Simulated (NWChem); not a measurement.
System: SiF₄; SMILES F[Si](F)(F)F

Here is an NWChem input.

```
start job
memory heap 200 mb stack 900 mb global 1100 mb
geometry units angstroms noautosym nocenter noautoz
  F      1.359340     0.737951     0.351338
  Si    -0.000018    -0.000010    -0.000001
  F     -1.110115     1.076529    -0.353046
  F     -0.473388    -0.858188     1.247131
  F      0.224137    -0.956338    -1.245425
end
basis spherical
  F library def2-svp
  Si library def2-svp
end
dft
  xc b3lyp
  iterations 150
  mulliken
end
task dft energy
esp
  recalculate
  probe 0.07
  range 0.3
  factor 1.0
  spacing 0.02
end
task esp
```

Parts of the log:

```
             Northwest Computational Chemistry Package (NWChem) 7.3.0
             --------------------------------------------------------

                             Geometry "geometry" -> ""
                             -------------------------

 Output coordinates in angstroms (scale by  1.889725989 to convert to a.u.)

  No.       Tag          Charge          X              Y              Z
 ---- ---------------- ---------- -------------- -------------- --------------
    1 F                    9.0000     1.35934000     0.73795100     0.35133800
    2 Si                  14.0000    -0.00001800    -0.00001000    -0.00000100
    3 F                    9.0000    -1.11011500     1.07652900    -0.35304600
    4 F                    9.0000    -0.47338800    -0.85818800     1.24713100
    5 F                    9.0000     0.22413700    -0.95633800    -1.24542500

 Effective nuclear repulsion energy (a.u.)     267.4362909856

                                 NWChem DFT Module
                                 -----------------

 Summary of "ao basis" -> "ao basis" (spherical)
 ------------------------------------------------------------------------------
       Tag                 Description            Shells   Functions and Types
 ---------------- ------------------------------  ------  ---------------------
 F                          def2-svp                 6       14   3s2p1d
 Si                         def2-svp                 8       18   4s3p1d

            General Information
            -------------------
          SCF calculation type: DFT
          Wavefunction type:  closed shell.
          No. of atoms     :     5
          No. of electrons :    50
           Alpha electrons :    25
            Beta electrons :    25
          Charge           :     0
          Spin multiplicity:     1
          Use of symmetry is: off; symmetry adaption is: off
          Maximum number of iterations: 150
          AO basis - number of functions:    74
                     number of shells:    32
          Convergence on energy requested:  1.00D-06
          Convergence on density requested:  1.00D-05
          Convergence on gradient requested:  5.00D-04

              XC Information
              --------------
                         B3LYP Method XC Potential
                     Hartree-Fock (Exact) Exchange  0.200
                        Slater Exchange Functional  0.800 local
                    Becke 1988 Exchange Functional  0.720 non-local
              Lee-Yang-Parr Correlation Functional  0.810
                  VWN I RPA Correlation Functional  0.190 local

             Grid Information
             ----------------
          Grid used for XC integration:  medium
          Radial quadrature: Mura-Knowles
          Angular quadrature: Lebedev.
          Tag              B.-S. Rad. Rad. Pts. Rad. Cut. Ang. Pts.
          ---              ---------- --------- --------- ---------
          F                   0.50       49           7.0       434
          Si                  1.10       88           6.0       590
          Grid pruning is: on
          Number of quadrature shells:   284
          Spatial weights used:  Erf1

      Superposition of Atomic Density Guess
      -------------------------------------

 Sum of atomic energies:        -685.90858980

      Non-variational initial energy
      ------------------------------

 Total energy =    -686.656532
 1-e energy   =   -1489.413984
 2-e energy   =     535.321161
 HOMO         =      -0.652335
 LUMO         =       0.039469

     ---------------------------------------------
      Total Density - Mulliken Population Analysis
     ---------------------------------------------

    Atom       Charge   Shell Charges
 -----------   ------   -------------------------------------------------------
    1 F    9     9.53   1.99  1.14  0.78  3.49  2.13  0.00
    2 Si  14    11.86   2.00  1.99  0.57  0.01  5.93  0.69  0.27  0.40
    3 F    9     9.53   1.99  1.14  0.78  3.49  2.13  0.00
    4 F    9     9.53   1.99  1.14  0.78  3.49  2.13  0.00
    5 F    9     9.53   1.99  1.14  0.78  3.49  2.13  0.00

   convergence    iter        energy       DeltaE   RMS-Dens  Diis-err
 ---------------- ----- ----------------- --------- --------- ---------
 d= 0,ls=0.0,diis     1   -688.5997889020 -9.56D+02  2.04D-02  1.12D+00
 d= 0,ls=0.0,diis     2   -688.5594781227  4.03D-02  1.00D-02  1.90D+00
 d= 0,ls=0.0,diis     3   -688.7148835449 -1.55D-01  1.00D-03  2.04D-02
 d= 0,ls=0.0,diis     4   -688.7163123732 -1.43D-03  2.17D-04  6.82D-04
 d= 0,ls=0.0,diis     5   -688.7163647489 -5.24D-05  8.11D-06  5.81D-07
 d= 0,ls=0.0,diis     6   -688.7163647894 -4.06D-08  7.03D-07  8.16D-09

         Total DFT energy =     -688.716364789414
      One electron energy =    -1490.148792993501
           Coulomb energy =      596.989218627936
    Exchange-Corr. energy =      -62.993081409435
 Nuclear repulsion energy =      267.436290985585

 Numeric. integr. density =       50.000002195078

                       DFT Final Molecular Orbital Analysis
                       ------------------------------------

 Vector   23  Occ=2.000000D+00  E=-4.450688D-01
              MO Center= -4.7D-01, -1.1D-01,  7.9D-03, r^2= 2.7D+00
   Bfn.  Coefficient  Atom+Function         Bfn.  Coefficient  Atom+Function
  ----- ------------  ---------------      ----- ------------  ---------------
    38      0.380311  3 F  pz                50      0.296007  4 F  px
    51     -0.267425  4 F  py                41     -0.265570  3 F  pz
    65      0.242902  5 F  py                66     -0.207996  5 F  pz
    53     -0.206701  4 F  px                54      0.186742  4 F  py
    68     -0.169617  5 F  py                36     -0.164847  3 F  px

 Vector   24  Occ=2.000000D+00  E=-4.450677D-01
              MO Center=  5.2D-02,  3.3D-01,  6.2D-02, r^2= 2.8D+00
   Bfn.  Coefficient  Atom+Function         Bfn.  Coefficient  Atom+Function
  ----- ------------  ---------------      ----- ------------  ---------------
     5      0.341646  1 F  py                37     -0.289145  3 F  py
    36     -0.241723  3 F  px                 8     -0.238569  1 F  py
    50      0.231029  4 F  px                40      0.201910  3 F  py
    39      0.168794  3 F  px                 6     -0.167595  1 F  pz
    53     -0.161327  4 F  px                64      0.152836  5 F  px

 Vector   25  Occ=2.000000D+00  E=-4.450667D-01
              MO Center=  4.2D-01, -2.2D-01, -7.0D-02, r^2= 2.7D+00
   Bfn.  Coefficient  Atom+Function         Bfn.  Coefficient  Atom+Function
  ----- ------------  ---------------      ----- ------------  ---------------
    64      0.367506  5 F  px                 6      0.359597  1 F  pz
    67     -0.256628  5 F  px                 9     -0.251104  1 F  pz
    51     -0.211264  4 F  py                52     -0.198349  4 F  pz
    65      0.179719  5 F  py                 4     -0.162574  1 F  px
    54      0.147525  4 F  py                50     -0.139567  4 F  px

 Vector   26  Occ=0.000000D+00  E= 3.396618D-03
              MO Center= -9.4D-05,  1.3D-05, -7.1D-06, r^2= 3.4D+00
   Bfn.  Coefficient  Atom+Function         Bfn.  Coefficient  Atom+Function
  ----- ------------  ---------------      ----- ------------  ---------------
    18      1.401349  2 Si s                  3     -0.350623  1 F  s
    35     -0.350648  3 F  s                 49     -0.350630  4 F  s
    63     -0.350626  5 F  s                 16      0.278542  2 Si s
    17      0.196122  2 Si s                  7      0.154239  1 F  px
     4     -0.152014  1 F  px                55      0.141506  4 F  pz

 Vector   27  Occ=0.000000D+00  E= 1.009605D-01
              MO Center= -3.2D-01, -1.1D-01,  1.1D-02, r^2= 3.1D+00
   Bfn.  Coefficient  Atom+Function         Bfn.  Coefficient  Atom+Function
  ----- ------------  ---------------      ----- ------------  ---------------
    25      0.833858  2 Si px                26      0.587816  2 Si py
    27      0.494183  2 Si pz                 3     -0.464431  1 F  s
    63      0.264266  5 F  s                 22      0.228671  2 Si px
    64      0.191022  5 F  px                67     -0.180420  5 F  px
    37      0.176076  3 F  py                40     -0.169015  3 F  py

 Vector   28  Occ=0.000000D+00  E= 1.009631D-01
              MO Center=  4.4D-02,  2.8D-01, -8.4D-02, r^2= 3.1D+00
   Bfn.  Coefficient  Atom+Function         Bfn.  Coefficient  Atom+Function
  ----- ------------  ---------------      ----- ------------  ---------------
    27      0.997387  2 Si pz                25     -0.532303  2 Si px
    49     -0.418122  4 F  s                 63      0.341924  5 F  s
    24      0.273511  2 Si pz                 6      0.214990  1 F  pz
     9     -0.202176  1 F  pz                38      0.203028  3 F  pz
    41     -0.190087  3 F  pz                65     -0.162943  5 F  py

     ---------------------------------------------
      Total Density - Mulliken Population Analysis
     ---------------------------------------------

    Atom       Charge   Shell Charges
 -----------   ------   -------------------------------------------------------
    1 F    9     9.30   1.99  1.13  0.79  3.36  2.03  0.01
    2 Si  14    12.80   2.00  1.98  0.77 -0.08  5.93  1.09  0.40  0.70
    3 F    9     9.30   1.99  1.13  0.79  3.36  2.03  0.01
    4 F    9     9.30   1.99  1.13  0.79  3.36  2.03  0.01
    5 F    9     9.30   1.99  1.13  0.79  3.36  2.03  0.01

     -------------------------------------------
      Total Density - Lowdin Population Analysis
     -------------------------------------------

    Atom       Charge   Shell Charges
 -----------   ------   -------------------------------------------------------
    1 F    9     9.16   1.98  1.01  0.76  3.22  2.18  0.01
    2 Si  14    13.38   2.00  1.91  0.52  0.19  5.81  1.12  0.73  1.08
    3 F    9     9.16   1.98  1.01  0.76  3.22  2.18  0.01
    4 F    9     9.16   1.98  1.01  0.76  3.22  2.18  0.01
    5 F    9     9.16   1.98  1.01  0.76  3.22  2.18  0.01

     Multipole analysis of the density
     ---------------------------------

     L   x y z        total         alpha         beta         nuclear
     -   - - -        -----         -----         ----         -------
     0   0 0 0     -0.000000    -25.000000    -25.000000     50.000000

     1   1 0 0     -0.000039      0.000440      0.000440     -0.000918
     1   0 1 0      0.000005      0.000526      0.000526     -0.001047
     1   0 0 1      0.000001      0.000031      0.000031     -0.000060

     2   2 0 0    -23.995105    -65.903567    -65.903567    107.812029
     2   1 1 0      0.000038      0.000654      0.000654     -0.001270
     2   1 0 1      0.000015      0.000220      0.000220     -0.000425
     2   0 2 0    -23.995173    -65.904585    -65.904585    107.813997
     2   0 1 1      0.000016      0.000323      0.000323     -0.000631
     2   0 0 2    -23.995114    -65.903650    -65.903650    107.812186

                     NWChem Electrostatic Potential Fit Module
                     -----------------------------------------

 Atom parameters

 Number of atoms is                                    5
 Number of basis functions is                         74

 Grid parameters

 Maximum number of grid points is                  28666
 Number of grid points is                          28665
 Grid range                                     0.300000 nm
 Grid spacing                                   0.020000 nm
 Probe radius                                   0.070000 nm
 Atom radius factor                             1.000000

 Atomic radii

    9    0.128000
   14    0.187000
 FASTESP  F
  using M.O. file = ./job.movecs

    Atom              Coordinates                           Charge

                                                  ESP

    1 F     0.135934    0.073795    0.035134   -0.327546
    2 Si   -0.000002   -0.000001   -0.000000    1.310119
    3 F    -0.111012    0.107653   -0.035305   -0.327674
    4 F    -0.047339   -0.085819    0.124713   -0.327487
    5 F     0.022414   -0.095634   -0.124543   -0.327412
                                            ------------
                                                0.000000

 Dipole moment                                  0.000650

 Quadrupole moment Qxx                         -0.001981
                   Qyy                         -0.000534
                   Qzz                          0.002515

 RMS deviation kJ/mol                           0.030645

 RRMS %                                        17.652324
```

Level: B3LYP/def2-SVP. Structure relaxed at the PBE0/def2-SVP level.
